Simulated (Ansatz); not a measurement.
System: body-centred tetragonal In. Method: r²SCAN+SOC (Ansatz, a first-principles code, plane waves, PAW).

Input:

Ansatz 0.2 input:
```yaml
crystal:
  lattice:
    - [-1.62547, -1.62547, -2.4737]
    - [1.62547, 1.62547, -2.4737]
    - [-1.62547, 1.62547, 2.4737]
  atoms:
    - { symbol: In, position: [0.0, 0.0, 0.0] }
basis:
  ecutwfc: 560
  ecutrho_ratio: 4
  xc_grid: 3
kpoints:
  mp_grid: { grid: [24, 24, 24] }
hamiltonian:
  xc: r2scan
  dispersion: none
  pseudopotentials: { kind: paw }
scf:
  occupations: { method: fermi_dirac, width: 0.05 }
  convergence: { dr2_threshold: 0.0000000001 }
output:
  forces: false
  stress: true
  eigenvalues: true
magnetization:
  noncollinear: true
  spin_orbit: true
```

Output (set-up and result lines):

```
Crystal: 1 atoms, lattice volume = 26.144 Å³
Basis set: ecut = 560 eV, 781 PW (Γ), exchange–correlation on 81×81×81 points (27 copies of the dense FFT grid, shifted against one another)
Bands: 22, of which v1, the nominal top of the filled ones, is band 13 counted from 1 (12 counted from 0)
Symmetry: 16 space group operations + 16 with time reversal
k-points: 1063 of 13824
Initial density: superposition of atomic densities (chi_scale 0.1, normalization cell)
Functional: x = r2scan, c = r2scan; τ floored in thin density (d = 2e-4 eV/Å³)
SCF 1 converged in 8 iterations: F = -5602.200059 eV  dr2 = 1.29e-12
SCF converged after 8 iterations
Free energy (F): -5602.200059 eV
Internal energy: -5602.197274 eV  (E = F + TS)
E sigma→0 (E₀):  -5602.198666 eV
Fermi energy:    10.226929 eV
--- Stress (GPa, compression-positive) ---
        0.053686       0.000000       0.000000
        0.000000       0.053686       0.000000
        0.000000       0.000000       0.264201
  P = ⅓ Tr σ = 0.1239 GPa (1.239 kbar)
```

The PAW data were made under PBE.

Note: cell and atoms aren't relaxed at this level.

Cost on a shared machine: roughly 3.0 core-minutes.
